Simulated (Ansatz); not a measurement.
# HAl–Ga–F, singlet: vertical spin and charge gaps

Geometry (PBE0/def2-TZVP stationary point for this spin, not checked as a minimum):

```yaml
atoms:
  - { symbol: Al, position_ang: [0.0000, -0.3165, 2.3078] }
  - { symbol: Ga, position_ang: [0.0000, 0.2395, -0.3874] }
  - { symbol: F, position_ang: [0.0000, -0.4984, -1.9957] }
  - { symbol: H, position_ang: [0.0000, 1.2983, 2.6383] }
```

Basis cc-pVDZ; Ansatz 0.2.0. Only valence electrons are correlated (noble-gas cores and the filled d shells of p-block atoms frozen). R marks a restricted (for open shells ROHF) determinant, U an unrestricted one. No spin–orbit coupling is included, and no scalar relativity.

Gaps are energies of the second state less the first, at fixed atoms, for a selection of the levels run; each method lands on the state that its own search finds for that charge and spin.

Unrestricted rows (U, and Kohn–Sham where it breaks symmetry) aren't spin-pure: their determinants' ⟨S²⟩ exceeds S(S+1) by up to 0.29, so they mix in states of higher spin. A value is left out where its run failed or describes another state than the reference as far as symmetry and spin tell, or, spin-broken singlets apart, can't be checked.

Triplet less singlet: 1.333 eV at UCCSDT(Q).

```json
{"level": "UHF", "gap (eV)": "0.819", "error (meV)": "-514", "⟨S²⟩ where 0.1 over S(S+1) (first / second)": "0.29 / –"}
{"level": "UMP2", "gap (eV)": "1.035", "error (meV)": "-298", "⟨S²⟩ where 0.1 over S(S+1) (first / second)": "0.29 / –"}
{"level": "UCCSD", "gap (eV)": "1.321", "error (meV)": "-12", "⟨S²⟩ where 0.1 over S(S+1) (first / second)": "0.29 / –"}
{"level": "UCCSD(T)", "gap (eV)": "1.335", "error (meV)": "2", "⟨S²⟩ where 0.1 over S(S+1) (first / second)": "0.29 / –"}
{"level": "BCCD(T)", "gap (eV)": "1.344", "error (meV)": "11", "⟨S²⟩ where 0.1 over S(S+1) (first / second)": "– / –"}
{"level": "UCCSDT", "gap (eV)": "1.331", "error (meV)": "-2", "⟨S²⟩ where 0.1 over S(S+1) (first / second)": "0.29 / –"}
{"level": "PBE", "gap (eV)": "1.202", "error (meV)": "-131", "⟨S²⟩ where 0.1 over S(S+1) (first / second)": "– / –"}
{"level": "r2SCAN", "gap (eV)": "1.005", "error (meV)": "-328", "⟨S²⟩ where 0.1 over S(S+1) (first / second)": "– / –"}
{"level": "PBE0", "gap (eV)": "1.190", "error (meV)": "-143", "⟨S²⟩ where 0.1 over S(S+1) (first / second)": "– / –"}
{"level": "B3LYP", "gap (eV)": "1.406", "error (meV)": "73", "⟨S²⟩ where 0.1 over S(S+1) (first / second)": "– / –"}
{"level": "wB97M-V", "gap (eV)": "1.567", "error (meV)": "234", "⟨S²⟩ where 0.1 over S(S+1) (first / second)": "– / –"}
{"level": "B2PLYP", "gap (eV)": "1.384", "error (meV)": "51", "⟨S²⟩ where 0.1 over S(S+1) (first / second)": "– / –"}
{"level": "RPA-PBE", "gap (eV)": "1.353", "error (meV)": "20", "⟨S²⟩ where 0.1 over S(S+1) (first / second)": "– / –"}
```

In so small a basis the reference is far from its limit while semilocal and hybrid functionals are nearer theirs (RPA and double hybrids share much of the reference's basis error), so the functionals' errors here hold much of the reference's basis and frozen-core error, which can add to them or hide them.

Full CI isn't at hand for all of this; UCCSDT(Q) serves as the reference, and is uncertain by about the last step of the cluster series. The frozen core follows each run's orbitals, which can shift R against U totals by a few meV for light atoms and by up to 0.1 eV past Ca.
